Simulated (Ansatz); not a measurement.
The input, for Ansatz 0.2.0:

```yaml
crystal:
  periodic: [false, false, false]
  atoms:
    - {symbol: B, position_ang: [0.000000, -0.416854, 2.515021]}
    - {symbol: Al, position_ang: [0.000000, 0.204984, -1.051969]}
    - {symbol: H, position_ang: [0.000000, 0.646266, 4.336946]}
    - {symbol: H, position_ang: [0.000000, -1.662359, -3.152507]}
basis:
  gaussian: {orbitals: 6-31G}
correlation: {method: fci, electrons: outside_noble_gas}
```

```sh
$ ansatz run in.yaml --threads 1 --pin off --events-out ev --progress --plain --max-ram 2393MiB
```

Output:

```
548 factors; integrals over basis functions are off by at most 1.4e-7 eV
mean field evaluation 1: about -7272.8896 eV, gradient 1.6e1 eV
mean field evaluation 2: about -7272.8903 eV, gradient 1.6e1 eV
mean field evaluation 4: about -7275.5651 eV, gradient 1.1e0 eV
mean field evaluation 8: about -7275.5778 eV, gradient 1.1e-3 eV
mean field evaluation 16: about -7268.4057 eV, gradient 1.7e-2 eV
mean field evaluation 32: about -7268.4707 eV, gradient 2.4e-6 eV
mean field evaluation 64: about -7267.6934 eV, gradient 5.1e0 eV
mean field -7275.57783383 eV, -267.3725538294 hartree, gradient 5.5e-6 eV, S^2 0.000000; 8 other end points of the search recorded, 0 dependent functions left out; unrestricted orbitals would lower it
6 core orbitals not correlated: weight in the atoms' cores, before any rotation towards them, 1.000 or more for the frozen orbitals, at most 0.000 for the correlated occupied ones
reference -7275.57783383 eV, -267.3725538294 hartree; 4, 4 occupied and 16, 16 virtual orbitals, 548 factors
state -7279.98604832 eV, -267.5345527239 hartree
Total energy: -7279.98604832 eV, -267.5345527239 hartree
```

Ran on 1 thread of Arm Neoverse V1, shared host: 1.9 min wall, 1.1 GiB peak host memory.
